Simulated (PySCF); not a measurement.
Calculation: PBE-D3(BJ)/def2-TZVP // B3LYP-D3(BJ)/def2-TZVP in PySCF 2.14.0. All species are isolated molecules in the gas phase. One relaxed conformer stands for a flexible species; it need not be the lowest. Excitations are Tamm–Dancoff values on a coarser integration grid. The basis has no diffuse functions, so Rydberg states are missing or too high.

Reference species (SMILES): `SB(S)S` (neutral, multiplicity 1).

* **HOMO**: -6.41 eV
* **S1–T1 gap (TDA)**: 0.71 eV
* **brightest of the four lowest singlets (TDA)**: 5.67 eV

After one change: the HOMO falls by 1.25 eV; the S1–T1 gap (TDA) drops by 0.52 eV; the brightest of the four lowest singlets (TDA) rises by 0.99 eV.

Question: Which change was made? The new species is one of these.
A) `SB(Cl)Cl` (H–S–B–Cl torsion 0°)
B) `ClB(Cl)Cl`
C) `SB(S)Cl` (H–S–B–Cl torsion 180°, Cl–B–S–H torsion 0°)

Answer: B, `ClB(Cl)Cl`
